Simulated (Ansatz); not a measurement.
Relaxation of CH₆BN (9 atoms, charge 0, multiplicity 1), to a largest force component of 0.03 eV/Å in at most 50 steps.

These are results of RKS PBE0-D4/def2-mTZVP (Ansatz 0.2.0), not measurements.

```xyz
9
Properties=species:S:1:pos:R:3
B 0.123 -0.192 0.275
H -0.022 -0.585 1.393
N 1.508 0.009 -0.162
H 2.302 -0.148 0.435
H 1.753 0.336 -1.082
C -1.085 0.090 -0.675
H -1.758 -0.770 -0.719
H -1.691 0.908 -0.273
H -0.814 0.352 -1.698
```

Task: Where does it end, and by what steps?

Result: The run converged. After 4 steps the energy has fallen by 0.101 eV; H7 moved furthest, 0.07 Å.

```
step  energy less start (eV)  largest force component (eV/Å)  accepted
   0                  0.0000                           2.434       yes
   1                 -0.0869                           1.051       yes
   2                 -0.0989                           0.202       yes
   3                 -0.1010                           0.073       yes
   4                 -0.1013                           0.012       yes
```

```xyz
9
Properties=species:S:1:pos:R:3
B 0.155 -0.172 0.271
H -0.005 -0.532 1.406
N 1.469 -0.005 -0.158
H 2.270 -0.170 0.430
H 1.714 0.295 -1.089
C -1.069 0.097 -0.673
H -1.700 -0.795 -0.755
H -1.718 0.873 -0.251
H -0.799 0.407 -1.687
```

The run took 14 s on 1 thread of Arm Neoverse V1 (shared host), peak memory 0.12 GiB.
